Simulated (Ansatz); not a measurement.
The first iterations of a band of C$_{3}$H$_{3}$ClO (8 atoms, charge 0, multiplicity 1).

These are results of RKS PBE0-D4/def2-mTZVP in Ansatz 0.2.0, not measurements.

```
movable images  : 7
climbing image  : yes
spring          : 5.0 eV/Å²
optimiser       : quadratic models (default)
start path      : through a guess of the saddle point
force threshold : 0.03 eV/Å
iteration limit : 60
end points      : relaxed
```

First end point:

```xyz
8
Properties=species:S:1:pos:R:3
Cl -0.517 0.690 2.549
C -0.200 0.232 0.936
C 0.575 0.616 -0.076
C -0.062 -0.517 -0.832
O -0.856 -0.826 0.371
H 1.311 1.375 -0.270
H 0.571 -1.369 -1.081
H -0.729 -0.257 -1.654
```

Last end point:

```xyz
8
Properties=species:S:1:pos:R:3
Cl -1.225 0.485 1.826
C 0.347 1.146 1.211
C 0.736 0.526 0.014
C 0.172 -0.461 -0.766
O -0.939 -1.104 -0.564
H 1.677 0.909 -0.373
H 0.675 -0.785 -1.676
H -1.351 -0.772 0.272
```

| iteration | highest image above the first end (eV) | largest band force component (eV/Å) |
| --- | --- | --- |
| 1 | 40.215 | 215.742 |
| 2 | 12.163 | 49.000 |
| 3 | 7.727 | 31.051 |
| 4 | 4.136 | 11.258 |
| 5 | 4.094 | 6.429 |
| 6 | 3.712 | 2.899 |
| 7 | 3.613 | 4.421 |

Task: Does the band converge within its limit, and where does its top end?

Result: It converged. It ended after 23 iterations with the highest image 3.334 eV above the first end. Neighbouring images differ by up to 1.6 eV, so the band resolves the path poorly. A vibrational analysis at the climbing image gives one clearly imaginary mode, 933i cm⁻¹: a first-order saddle point. The orbitals stay closed-shell, which can raise the energy where a bond breaks towards radicals; this wasn't checked here.

Time of the run: 3 min on 2 threads of AMD EPYC 9R45 96-Core Processor (Zen 5) (shared host), peak memory 0.27 GiB.
